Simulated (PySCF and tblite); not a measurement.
Results of a calculation; reference values are marked as such.
System: C₃H₃ClO, numbered as in [CH2:1]=[C:2]([Cl:3])[CH:4]=[O:5].

Geometries: GFN2-xTB; energies: PBE0/pcSseg-2 + D3(BJ); zero-point and thermal terms from GFN2-xTB harmonic modes (soft modes blended into free rotors). Rate constants are transition-state-theory values, counting equivalent paths, without tunnelling. (PySCF 2.14 with density fitting, tblite 0.8.)

(1) What barrier does the rotation about the C2–C4 bond (torsion C1–C2–C4–O5 from 0° to 180°, rising) meet, and how fast is it at 298 K?

Answers

(1) The electronic barrier is 7.4 kcal/mol and ΔG‡(298 K) 7.3 kcal/mol, over a C1 saddle with an imaginary mode of 134i cm⁻¹ (GFN2-xTB). With 2 equivalent paths, k is 5.5×10⁷ s⁻¹, a mean lifetime of the start of 18 ns against this motion. The end lies 0.5 kcal/mol below the start in free energy.
